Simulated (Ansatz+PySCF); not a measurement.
The numbers below are computed, except where a source is named.
Input for Ansatz (development build ahead of 0.2.0):

```yaml
crystal:
  periodic: [false, false, false]
  atoms:
    - { symbol: C, position_ang: [0.0, 0.0, -0.94207] }
    - { symbol: C, position_ang: [0.0, 0.0, 0.94207] }
basis:
  gaussian: { orbitals: cc-pVDZ }
hamiltonian:
  xc: pbe
scf:
  omitted_lower_state_checks: [stability, starts, atomic_configurations, cluster_reference, orbital_swaps, given_window_search, neighbouring_geometries, increment]
output:
  forces: true
```

The input is written out in the form of the current development build from the run's settings.

Output:

```json
{
  "Converged": "yes",
  "Total energy": "-75.68007 hartree",
  "Spin squared of the determinant": "0.000"
}
```

Forces (eV/Å):
```csv
atom,Fx,Fy,Fz
C1,0.000,0.000,5.260
C2,0.000,0.000,-5.260
```

Caution: an unrestricted determinant lies well below.
